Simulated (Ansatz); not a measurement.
A run of Ansatz (development build ahead of 0.2.0) on singlet PF₃ at this shape:

```xyz
4

P     0.0000    0.0000    0.5068
F     0.0000    2.7677   -1.0698
F     1.1985   -0.6919   -0.2815
F    -1.1985   -0.6919   -0.2815
```

Its results:

| Item | Value |
| --- | --- |
| Converged | yes |
| Total energy | -639.15443 hartree |
| Spin squared of the determinant | 1.012 |
| Stability test | minimum |

Problem. Which input gives this output? Name the method, the orbitals and the basis set, and write the input.

Solution. UHF in pcseg-2.

```yaml
crystal:
  periodic: [false, false, false]
  atoms:
    - { symbol: P, position_ang: [0.0, 0.0, 0.50677] }
    - { symbol: F, position_ang: [0.0, 2.76772, -1.06984] }
    - { symbol: F, position_ang: [1.19846, -0.69193, -0.28154] }
    - { symbol: F, position_ang: [-1.19846, -0.69193, -0.28154] }
basis:
  gaussian: { orbitals: pcseg-2 }
magnetization:
  spin_polarized: true
hamiltonian:
  xc: hf
```

Caution: the unrestricted determinant is a mixture of spin states.
